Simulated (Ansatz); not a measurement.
in.yaml

```yaml
crystal:
  periodic: [false, false, false]
  atoms:
    - {symbol: Si, position_ang: [0.000000, 0.000000, 0.000000]}
    - {symbol: Si, position_ang: [0.000000, 0.000000, 1.788000]}
basis:
  gaussian: {orbitals: cc-pVDZ}
magnetization: {spin_polarized: true, initial_magnetization: 0}
correlation: {method: ccsdt_q, electrons: outside_noble_gas}
```

```sh
$ ansatz run in.yaml --threads 1 --pin off --events-out ev --progress --plain --max-ram 2393MiB
```

The program prints:

```
664 factors; integrals over basis functions are off by at most 1.1e-7 eV
mean field evaluation 1: about -15717.5713 eV, gradient 4.8e0 eV
mean field evaluation 2: about -15717.8387 eV, gradient 4.4e0 eV
mean field evaluation 4: about -15718.0323 eV, gradient 3.5e-1 eV
mean field evaluation 8: about -15718.0345 eV, gradient 1.3e-3 eV
mean field evaluation 16: about -15718.2206 eV, gradient 1.2e0 eV
mean field evaluation 32: about -15719.0959 eV, gradient 4.5e-1 eV
mean field evaluation 64: about -15718.0345 eV, gradient 2.9e-3 eV
mean field evaluation 96: about -15717.2199 eV, gradient 9.6e0 eV
mean field evaluation 128: about -15717.5793 eV, gradient 9.3e0 eV
mean field evaluation 160: about -15718.9910 eV, gradient 4.3e-1 eV
...
cycle  15  -5.30158093 eV  change    4.7e-5 eV  update   4.8e-5
cycle  16  -5.30173212 eV  change   -1.5e-4 eV  update   2.8e-5
cycle  17  -5.30179621 eV  change   -6.4e-5 eV  update   1.8e-5
cycle  18  -5.30184094 eV  change   -4.5e-5 eV  update   1.1e-5
cycle  19  -5.30184484 eV  change   -3.9e-6 eV  update   7.2e-6
cycle  20  -5.30181418 eV  change    3.1e-5 eV  update   4.5e-6
cycle  21  -5.30180687 eV  change    7.3e-6 eV  update   2.1e-6
cycle  22  -5.30180810 eV  change   -1.2e-6 eV  update   1.2e-6
cycle  23  -5.30180805 eV  change    5.1e-8 eV  update   6.2e-7
cycle  24  -5.30180828 eV  change   -2.4e-7 eV  update   3.2e-7
perturbative correction -0.06900993 eV, -0.0025360683 hartree
Total energy: -15724.01819308 eV, -577.8470104733 hartree
```

For the same geometry and basis RCCSDTQ lies 12.7 meV higher.

Ran on 1 thread of Arm Neoverse V1, shared host: 11 s wall, 0.13 GiB peak host memory.
